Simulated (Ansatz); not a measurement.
The standard entropy of SiH3 (silyl radical) from a frequency calculation

A doublet with charge 0, relaxed at UPBE0-D4/def2-TZVP (Ansatz 0.2.0):

```xyz
4

Si    0.2938   -0.0269   -0.1640
H     0.5592    0.6653    1.1239
H    -0.2240   -1.4016    0.0601
H    -0.6289    0.7632   -1.0200
```

Harmonic wavenumbers in cm⁻¹: 746, 927, 927, 2203, 2242, 2242.

Masses in u: Si 28.085, H 1.008. Take T = 298.15 K, p = 1 bar, R = 8.3145 J/(mol K), kT/hc = 207.22 cm⁻¹, rigid rotor and harmonic oscillator.

Problem. Compute the standard molar entropy.

Solution. 
1. Translation (Sackur–Tetrode): S = R[3/2 ln M + 5/2 ln T − 1.1517] with M = 31.109 gives 151.7 J/(mol K).
2. Rotation: principal moments 3.585, 3.586, 6.065 u Å² give A, B, C = 4.7017, 4.7013, 2.7793 cm⁻¹; the symmetry number is σ = 3; q = (√π/σ)√((kT/hc)³/ABC) = 225; S = R(ln q + 3/2) = 57.5.
3. Vibration: with u = ν̃/207.22, each mode gives R[u/(eᵘ − 1) − ln(1 − e⁻ᵘ)]; the sum is 2.1, most from 746 cm⁻¹ (1.1), 927 cm⁻¹ (0.5), 927 cm⁻¹ (0.5).
4. Electronic: R ln 2 = 5.8, from the spin multiplicity alone.
5. Sum: 151.7 + 57.5 + 2.1 + 5.8 = 217.1 J/(mol K).

No measured value is set beside it here. Any orbital degeneracy of the open shell is left out.
